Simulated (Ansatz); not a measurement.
Body-centred tetragonal In, treated with PBE-D4 in Ansatz (PAW).

Settings: plane-wave cutoff 520 eV, 24×24×24 k mesh, Fermi–Dirac smearing 0.05 eV, scalar-relativistic PAW data made under PBE.

The cell is scaled about its equilibrium volume:

Shape and atoms are relaxed at each volume.

```json
[
 {"V (Å³/atom)": "25.030", "P (GPa)": "1.89", "c (Å)": "4.874", "a (Å)": "3.205"},
 {"V (Å³/atom)": "25.552", "P (GPa)": "0.88", "c (Å)": "4.913", "a (Å)": "3.225"},
 {"V (Å³/atom)": "26.073", "P (GPa)": "-0.01", "c (Å)": "4.947", "a (Å)": "3.247"},
 {"V (Å³/atom)": "26.594", "P (GPa)": "-0.80", "c (Å)": "4.979", "a (Å)": "3.268"},
 {"V (Å³/atom)": "27.116", "P (GPa)": "-1.49", "c (Å)": "5.018", "a (Å)": "3.288"}
]
```

Note: the bulk modulus comes from volumes at which shape and atoms were relaxed.

Ansatz is a quantum-chemistry and plane-wave program.
